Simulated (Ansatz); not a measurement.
Write a Python script for the Ansatz DFT code, driven from Python that makes a ranking of conformers of C₅H₈O, SMILES C=CC1COC1. Settings (for the species named): MP2, cc-pVDZ basis, multiplicity 1.

The script, `conformers_c5h8o.py`:
```python
"""Conformer energies of C5H8O."""

import ansatz as az
from rdkit import Chem
from rdkit.Chem import AllChem

BASIS_SET = "cc-pVDZ"
LEVEL = "MP2"


def main() -> None:
    rd = Chem.AddHs(Chem.MolFromSmiles("C=CC1COC1"))
    ids = list(AllChem.EmbedMultipleConfs(rd, numConfs=20, randomSeed=184, pruneRmsThresh=0.4))
    field = [energy for _, energy in AllChem.MMFFOptimizeMoleculeConfs(rd)]
    distinct = {round(e, 2): i for i, e in zip(ids, field)}
    chosen = sorted(distinct.items())[:4]
    found = []
    for force_field, index in chosen:
        geometry = az.Crystal.molecule()
        for atom, xyz in zip(rd.GetAtoms(), rd.GetConformer(index).GetPositions()):
            geometry = geometry.atom(atom.GetSymbol(), xyz.round(5).tolist())
        job = geometry.calculation()
        job = job.basis(gaussian=BASIS_SET)
        job = job.correlation(LEVEL)
        found.append(job.run().report["free_energy_ev"])
    print("conformer   MMFF (kcal/mol)   this level (kJ/mol)")
    for (force_field, index), e in zip(chosen, found):
        print(f"{index:9d} {force_field - chosen[0][0]:17.2f} {96.485332 * (e - min(found)):17.3f}")


if __name__ == "__main__":
    main()
```

```console
$ python conformers_c5h8o.py
conformer   MMFF (kcal/mol)   this level (kJ/mol)
        4              0.00             0.000
        1              2.32             0.049
```

The conformers keep their force-field geometries. Run time: 6.8 s on 1 thread of Arm Neoverse V1 (shared host), peak memory 0.36 GiB.
